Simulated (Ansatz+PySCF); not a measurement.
Results of a calculation; reference values are marked as such.
A run of PySCF 2.14.0 on doublet C2H3 at this shape:

```yaml
atoms:
  - { symbol: H, position_ang: [0.8982, 1.2601, -2.2000] }
  - { symbol: H, position_ang: [0.9409, -1.2299, -2.2000] }
  - { symbol: H, position_ang: [-0.9497, -1.2038, -2.2000] }
  - { symbol: C, position_ang: [-0.0257, 0.6954, -2.2000] }
  - { symbol: C, position_ang: [-0.0257, -0.6390, -2.2000] }
```

Its results:

* Converged: yes
* Reference energy: -77.41474 hartree
* Correlation energy: -0.28203 hartree
* Total energy: -77.69676 hartree
* Spin squared of the determinant: 1.003

(1) Which input gives this output? Name the method, the orbitals and the basis set, and write the input.

Answers

(1) UHF-MP2 in cc-pVTZ.

```python
from pyscf import gto, scf, mp

mol = gto.M(atom="""
H 0.898210 1.260130 -2.200000
H 0.940870 -1.229860 -2.200000
H -0.949710 -1.203790 -2.200000
C -0.025750 0.695350 -2.200000
C -0.025750 -0.639010 -2.200000
""", basis='cc-pvtz', charge=0, spin=1)
mf = scf.UHF(mol)
mf.kernel()
pt = mp.MP2(mf, frozen=2).run()
print(mf.e_tot, pt.e_corr, pt.e_tot)
```

Caution: the unrestricted determinant is spin contaminated.
